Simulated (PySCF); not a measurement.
Gas-phase reaction: 2 H₂SiO + 2 Si → 4 SiH + O₂

Computed with PySCF and rigid-rotor harmonic-oscillator thermochemistry at 1 bar. † marks an energy on the PBE0/def2-TZVP geometry and frequencies; other levels use their own. 6-31G* has spherical d functions here. Open shells (unrestricted): Si (multiplicity 3, electronic degeneracy 9), SiH (multiplicity 2, electronic degeneracy 4), O₂ (multiplicity 3); the rest are closed-shell singlets. Spin-orbit splitting is ignored; it lowers the true energy and changes the entropy of Si, SiH. B3LYP is the form with VWN-RPA correlation. H₂SiO: computed as isolated molecules; such fragments, hydroxides, amides, oligomers or adducts are transient or little studied in the gas. The harmonic model lacks anharmonicity and excited electronic states, which grow with temperature; levels with a mode under 35 cm⁻¹ are left out.

```json
[
 {"level": "B3LYP/6-31G*", "ΔE electronic, kJ": "693", "ΔH°(298 K), kJ": "664", "ΔS°(298 K), J/K": "192", "ΔG°(1400 K), kJ": "393"},
 {"level": "B3LYP/def2-TZVP†", "ΔE electronic, kJ": "744", "ΔH°(298 K), kJ": "715", "ΔS°(298 K), J/K": "191", "ΔG°(1400 K), kJ": "446"},
 {"level": "M06-2X/def2-TZVP†", "ΔE electronic, kJ": "765", "ΔH°(298 K), kJ": "737", "ΔS°(298 K), J/K": "191", "ΔG°(1400 K), kJ": "468"},
 {"level": "PBE0/def2-QZVP†", "ΔE electronic, kJ": "749", "ΔH°(298 K), kJ": "721", "ΔS°(298 K), J/K": "191", "ΔG°(1400 K), kJ": "452"},
 {"level": "PBE0/def2-TZVP", "ΔE electronic, kJ": "740", "ΔH°(298 K), kJ": "712", "ΔS°(298 K), J/K": "191", "ΔG°(1400 K), kJ": "443"}
]
```
ΔH° is lowest at B3LYP/6-31G* and highest at M06-2X/def2-TZVP†. No reference value is set beside these.
